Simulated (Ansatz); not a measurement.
Relaxation of CH$_{5}$N$_{2}$ (8 atoms, charge -1, multiplicity 1), to a largest force component of 0.015 eV/Å in at most 40 steps.

These are results of RKS BLYP-D4/6-31G* (Ansatz), not measurements.

```xyz
8
Properties=species:S:1:pos:R:3
N -0.616 0.712 -0.851
C -0.034 0.314 0.540
N 0.831 -0.937 0.197
H -1.373 0.043 -1.029
H -1.085 1.605 -0.678
H 0.782 1.111 0.668
H 1.333 -1.140 1.065
H 0.162 -1.708 0.089
```

Problem. Where does it end, and by what steps?

Solution. The forces met the threshold. The force dipped under the threshold on the way, but the program's further checks kept it going. Limits of this set-up: an anion without diffuse functions, the dipole of an ion depends on the origin. After 31 steps the energy has fallen by 0.371 eV; H7 moved furthest, 1.14 Å.

| step | energy less start (eV) | largest force component (eV/Å) | accepted |
| --- | --- | --- | --- |
| 0 | 0.0000 | 1.286 | yes |
| 2 | -0.1343 | 0.134 | yes |
| 4 | -0.1364 | 0.053 | yes |
| 6 | -0.1374 | 0.017 | yes |
| 8 | -0.1376 | 0.009 | yes |
| 10 | -0.1378 | 0.007 | yes |
| 12 | -0.1379 | 0.019 | yes |
| 14 | -0.1383 | 0.030 | yes |
| 16 | -0.1394 | 0.049 | yes |
| 18 | -0.1440 | 0.170 | yes |
| 20 | -0.1454 | 1.015 | no |
| 22 | -0.1851 | 0.406 | yes |
| 24 | -0.2662 | 0.920 | yes |
| 26 | -0.3152 | 0.775 | no |
| 28 | -0.3508 | 0.641 | no |
| 30 | -0.3713 | 0.019 | yes |
| 31 | -0.3715 | 0.014 | yes |

```xyz
8
Properties=species:S:1:pos:R:3
N -0.395 0.817 -0.866
C -0.355 0.107 0.546
N 0.452 -1.130 0.227
H -1.102 0.261 -1.389
H -0.927 1.689 -0.671
H 0.336 0.849 1.081
H 1.471 -0.943 -0.044
H 0.520 -1.651 1.116
```

Whether the end is a true minimum wasn't checked by a vibrational analysis.

Time of the run: 40 s on 1 thread of Arm Neoverse V2 (shared host), peak memory 0.1 GiB.
